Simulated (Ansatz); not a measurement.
Write a Python script for the Ansatz DFT code, driven from Python that makes a rigid scan of one bond length of CH₄S, SMILES CS. Level of theory (for the species named): MP2, def2-TZVP basis, multiplicity 1.

```xyz
6

C    -0.1476   -0.2922   -0.3836
S     0.5664    0.0454    1.2570
H    -1.1777    0.0508   -0.4129
H    -0.1116   -1.3687   -0.5177
H     0.4464    0.1967   -1.1499
H     0.4241    1.3681    1.2072
```

Script `scan.py`:
```python
"""Stretching a bond of CH4S, the rest held rigid."""

import ansatz as az
import numpy as np

GEOMETRY = """
C    -0.14760   -0.29224   -0.38364
S     0.56637    0.04541    1.25702
H    -1.17769    0.05077   -0.41292
H    -0.11163   -1.36870   -0.51773
H     0.44640    0.19667   -1.14994
H     0.42414    1.36810    1.20720
"""

geometry = az.Crystal.molecule()
for line in GEOMETRY.strip().splitlines():
    symbol, *xyz = line.split()
    geometry = geometry.atom(symbol, [float(v) for v in xyz])

symbols = [site.symbol for site in geometry.cartesian_sites]
start = np.array([site.position_ang for site in geometry.cartesian_sites])
axis = (start[3] - start[0]) / np.linalg.norm(start[3] - start[0])
moving = [3]
lengths, energies = [0.92, 1.0, 1.09, 1.19, 1.36, 1.63, 1.95, 2.39], []
for length in lengths:
    xyz = start.copy()
    xyz[moving] += (length - np.linalg.norm(start[3] - start[0])) * axis
    point = az.Crystal.molecule()
    for symbol, place in zip(symbols, xyz):
        point = point.atom(symbol, place.tolist())
    calculation = point.calculation().basis(gaussian="def2-TZVP").correlation("mp2")
    data = calculation.run().report
    energies.append(data["free_energy_ev"])
    print(f"r = {length:6.3f} A  E = {energies[-1]:.5f} eV  <S^2> = {abs(data['mean_field']['state']['spin_squared']):.3f}")

print("energy above the lowest point (eV):", [round(e - min(energies), 3) for e in energies])
```

`python scan.py` gives:
```text
r =  0.920 A  E = -11920.60181 eV  <S^2> = 0.000
r =  1.000 A  E = -11921.12608 eV  <S^2> = 0.000
r =  1.090 A  E = -11921.28387 eV  <S^2> = 0.000
r =  1.190 A  E = -11921.13353 eV  <S^2> = 0.000
r =  1.360 A  E = -11920.48156 eV  <S^2> = 0.000
r =  1.630 A  E = -11919.13937 eV  <S^2> = 0.000
r =  1.950 A  E = -11917.66132 eV  <S^2> = 0.000
r =  2.390 A  E = -11916.15822 eV  <S^2> = 0.000
energy above the lowest point (eV): [0.682, 0.158, 0.0, 0.15, 0.802, 2.145, 3.623, 5.126]
```

Total energies depend on the basis set; only differences at equal settings carry meaning. The rest of the molecule is held rigid at a force-field or estimated start geometry, and the basis set is modest; single-reference methods fail as a bond breaks. The orbitals are restricted, so S² is zero by construction. Toward dissociation an unrestricted state can lie under the restricted one, by tenths of an eV for polar bonds under a functional and by 1 to 2 eV or more for others. S² is that of the Hartree-Fock reference. It ran for 6.2 s on 1 thread of Arm Neoverse V1, on a shared host, peak memory 0.2 GiB.
